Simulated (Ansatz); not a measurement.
The input, for Ansatz 0.2.0:

```yaml
crystal:
  periodic: [false, false, false]
  atoms:
    - {symbol: F, position_ang: [0.000000, -0.166439, 1.549273]}
    - {symbol: C, position_ang: [0.000000, 0.451313, 0.410307]}
    - {symbol: S, position_ang: [0.000000, -0.070435, -1.071629]}
basis:
  gaussian: {orbitals: cc-pVDZ}
total_charge: 1
magnetization: {spin_polarized: false, initial_magnetization: 2}
correlation: {method: ccsdt_q, electrons: outside_noble_gas}
```

```sh
$ ansatz run in.yaml --threads 1 --pin off --events-out ev --progress --plain --max-ram 2393MiB
```

Output:

```
842 factors; integrals over basis functions are off by at most 1.1e-7 eV
mean field evaluation 1: about -14537.0433 eV, gradient 4.1e1 eV
mean field evaluation 2: about -14537.0528 eV, gradient 4.1e1 eV
mean field evaluation 4: about -14541.1540 eV, gradient 4.8e0 eV
mean field evaluation 8: about -14541.3044 eV, gradient 1.7e-1 eV
mean field evaluation 16: about -14541.2672 eV, gradient 1.8e0 eV
mean field evaluation 32: about -14540.6333 eV, gradient 6.3e-1 eV
mean field evaluation 64: about -14540.5625 eV, gradient 2.4e-1 eV
mean field evaluation 96: about -14538.2890 eV, gradient 3.1e-2 eV
mean field evaluation 128: about -14540.5638 eV, gradient 5.1e-2 eV
mean field evaluation 160: about -14535.8525 eV, gradient 8.9e-2 eV
...
cycle  19  -11.82315032 eV  change   -1.7e-5 eV  update   1.5e-5
cycle  20  -11.82315572 eV  change   -5.4e-6 eV  update   7.7e-6
cycle  21  -11.82315073 eV  change    5.0e-6 eV  update   5.0e-6
cycle  22  -11.82315049 eV  change    2.4e-7 eV  update   3.3e-6
cycle  23  -11.82314919 eV  change    1.3e-6 eV  update   2.2e-6
cycle  24  -11.82314693 eV  change    2.3e-6 eV  update   1.6e-6
cycle  25  -11.82314521 eV  change    1.7e-6 eV  update   1.2e-6
cycle  26  -11.82314535 eV  change   -1.4e-7 eV  update   8.8e-7
cycle  27  -11.82314420 eV  change    1.2e-6 eV  update   6.3e-7
cycle  28  -11.82314385 eV  change    3.5e-7 eV  update   3.8e-7
perturbative correction -0.02859117 eV, -0.0010507062 hartree
Total energy: -14553.15636272 eV, -534.8186318462 hartree
```

For the same geometry and basis UCCSDT(Q) lies 9.5 meV lower.

Ran on 1 thread of AMD EPYC, shared host: 3.5 min wall, 0.98 GiB peak host memory.
